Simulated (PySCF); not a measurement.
From one molecule to another.

First species: Phosphine, PH₃.
Hydrogens: H2, H3, H4 on P1.

Second species: C₂H₁₀N₂OSi₂.
Numbering: `[CH3:1][C:2](=[O:3])[NH:4][SiH2:5][SiH2:6][NH2:7]` (hydrogens: H8, H9, H10 on C1; H11 on N4; H12, H13 on Si5; H14, H15 on Si6; H16, H17 on N7)

Structure used (GFN2-xTB), in Å, numbered top down from 1:
```
atom  x, y, z in Å
C1    -2.620    0.812    0.235
C2    -1.382    0.059   -0.189
O3    -0.917    0.109   -1.316
N4    -0.777   -0.697    0.738
Si5    0.670   -1.562    0.198
Si6    2.382   -0.171   -0.471
N7     1.735    1.352   -0.939
H8    -3.006    1.387   -0.602
H9    -2.379    1.485    1.056
H10   -3.381    0.110    0.572
H11   -1.163   -0.727    1.667
H12    0.946   -2.307    1.439
H13    0.166   -2.541   -0.771
H14    3.332    0.166    0.603
H15    3.187   -0.861   -1.503
H16    0.858    1.337   -1.440
H17    2.342    2.060   -1.321
```

Levels: B3LYP/def2-SVPD for dipole moment, HOMO energy, LUMO energy, HOMO–LUMO gap, static isotropic polarisability and electronic spatial extent ⟨r²⟩ about the centre of nuclear charge; TDDFT B3LYP/def2-SVPD for lowest singlet excitation; TDA B3LYP/def2-SVPD for lowest triplet excitation (Tamm–Dancoff). Geometries: GFN2-xTB. Each species is one conformer at its optimised geometry, gas phase, non-relativistic unless stated. Electronic properties by PySCF.

The conformers computed, where there is a choice (atom-mapped SMILES and torsion angles):
- `[CH3:1][C:2](=[O:3])[NH:4][SiH2:5][SiH2:6][NH2:7]`: C1–C2–N4–Si5 180°, C2–N4–Si5–Si6 63°, N4–Si5–Si6–N7 -24°, H–N7–Si6–Si5 -38°, H–N7–Si6–Si5 -176°

Values for the first species:

* Dipole moment: 0.62 D
* HOMO energy: -7.64 eV
* LUMO energy: 0.60 eV
* HOMO–LUMO gap: 8.24 eV
* Lowest singlet excitation: 7.18 eV
* Lowest triplet excitation (Tamm–Dancoff): 6.11 eV
* Static isotropic polarisability: 28.8 au
* Electronic spatial extent ⟨r²⟩ about the centre of nuclear charge: 54 bohr²

Q: Estimate the same properties for the second species, and the change in each.

A: 
| property | first | second | second less first |
| --- | --- | --- | --- |
| dipole moment | 0.62 D | 2.68 D | +2.06 D |
| HOMO energy | -7.64 eV | -6.90 eV | +0.74 eV |
| LUMO energy | 0.60 eV | -0.59 eV | -1.19 eV |
| HOMO–LUMO gap | 8.24 eV | 6.31 eV | -1.93 eV |
| lowest singlet excitation | 7.18 eV | 5.33 eV | -1.85 eV |
| lowest triplet excitation (Tamm–Dancoff) | 6.11 eV | 5.10 eV | -1.01 eV |
| static isotropic polarisability | 28.8 au | 98.6 au | +69.8 au |
| electronic spatial extent ⟨r²⟩ about the centre of nuclear charge | 54 bohr² | 1326 bohr² | +1272 bohr² |

On the first: The principal polarisabilities are 28.4, 28.4 and 29.4 au; their mean is the isotropic value. S1 lies 1.06 eV below the HOMO–LUMO gap; its leading configuration is HOMO→LUMO, weight 1.00.

On the second: The 8 singlets span 5.33 to 6.65 eV, and their oscillator strengths add up to 0.15. The polarisability is 14.61 Å³ as a volume (1 au = 0.148185 Å³), or 1.37 au for each of the 72 electrons.
